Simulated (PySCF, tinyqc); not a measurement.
RKS/PBE in the sto-3g basis, for BH, spin multiplicity 1, step by step. The lowest restricted solution is unstable here: a spin-polarised one lies 0.0000 hartree lower (PySCF). One step of it, computed by the program tinyqc.

Problem. Iteration 2: DIIS coefficients. Solve [B -1; -1 0][c; lambda] = [0; -1] for the coefficients, which sum to one.

B (overlaps of the stored error matrices):
```
                1               2
1   1.8552994e-02  -1.5690345e-02
2  -1.5690345e-02   3.8880269e-01
```

Give: DIIS coefficients.

Solution.

DIIS coefficients: 0.922  0.078
